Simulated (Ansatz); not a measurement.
# CH3N: the cost of one run

The runs use Ansatz 0.2.0, Gaussian basis; PBE0-D4/def2-TZVP structures, single points in def2-TZVPP, no counterpoise correction.

Levels: SPW92, PBE-D4, BLYP-D4, r2SCAN-D4, B97M-V, PBE0-D4, B3LYP-D4, r2SCAN0-D4, BHLYP-D4, CAM-B3LYP-D4, wB97X-V, wB97M-V, B2PLYP, PBE-QIDH, RPA on PBE, Hartree-Fock, MP2, CCSD, CCSD(T).

Correlated methods freeze the cores. Orbitals are unrestricted. B3LYP uses VWN-RPA correlation. B2PLYP carries no dispersion term here.

56 further runs of the same task are left out: 56 set aside as unsound or not needed.

## (1) Where the work starts

The complex: 7 atoms, charge 0, spin multiplicity 2.

Atoms are counted from 1 here; the program's logs count them from 0.

Bond lengths: C1–N2 1.258 Å, C1–H4 1.090 Å, C1–H5 1.094 Å, N2–H6 1.019 Å, S3–H7 1.342 Å. Angles: N2–C1–H4 118.5°, N2–C1–H5 124.1°, H4–C1–H5 117.4°, C1–N2–H6 114.1°.

As a file:

```csv
atom,x (Å),y (Å),z (Å)
C1,0.60180,-0.96729,0.02501
N2,0.26248,0.17009,0.44252
S3,-1.92676,1.20328,-0.51358
H4,0.21244,-1.30684,-0.93488
H5,1.26554,-1.64667,0.56862
H6,0.64792,0.41086,1.35439
H7,-1.06342,2.13648,-0.94208
```

Its parts: CH₃N holds atoms 1, 2, 4, 5, 6; HS radical holds atoms 3, 7. Each part counts its atoms afresh in its own runs.

## (2) Relaxing CH₃N alone

relax-a/in.yaml reads:

```yaml
crystal:
  periodic: [false, false, false]
  atoms:
    - {symbol: C, position_ang: [0.601798, -0.967289, 0.025007]}
    - {symbol: N, position_ang: [0.262478, 0.170090, 0.442522]}
    - {symbol: H, position_ang: [0.212441, -1.306836, -0.934875]}
    - {symbol: H, position_ang: [1.265541, -1.646672, 0.568621]}
    - {symbol: H, position_ang: [0.647921, 0.410855, 1.354392]}
basis:
  gaussian: {orbitals: def2-TZVP}
hamiltonian: {xc: pbe0, dispersion: d4}
relax: {f_tol: 0.005, max_steps: 200}
```

Launch:

```console
$ ansatz run in.yaml --threads 2 --pin off --events-out ev --progress --plain --max-ram 4352MiB
```

**Question.** How long does this run take on 2 threads of Arm Neoverse V2, shared host?

About 4 s.
